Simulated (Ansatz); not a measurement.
# Te (model structure, started from the diamond type, Fd-3m, No. 227, 2 atoms in the cell)

Level of theory: r²SCAN (Ansatz, an electronic-structure program, plane waves, PAW).

Settings: plane-wave cutoff 500 eV, 12×12×12 k mesh, Fermi–Dirac smearing 0.05 eV, scalar-relativistic PAW data made under PBE.

Cell (relaxed at this level):

Te is taken in the cubic space group Fd-3m, origin choice 1 (No. 227), the diamond structure, Pearson symbol cF8. Cell: a = b = c = 7.146 Å, α = β = γ = 90.00°. Te on 8a is surrounded by 4 Te at 3.094 Å (tetrahedral). (Neighbours: up to the widest gap in distance over summed covalent radii, below 1.35, at either atom.)
(The calculation used a cell of 2 atoms; values per cell refer to that cell.)

```
Item      Value
--------  -----
band gap   none
```

Note: the relaxation could raise the start's symmetry but not lower it, so the cell can be a saddle point.

Spin–orbit coupling is not included.

The result took around 110 core-seconds (rough).

A model structure was made by putting elements into a prototype or built by hand; it is no filed structure, need not be a known phase, and can be a saddle point held by its symmetry.
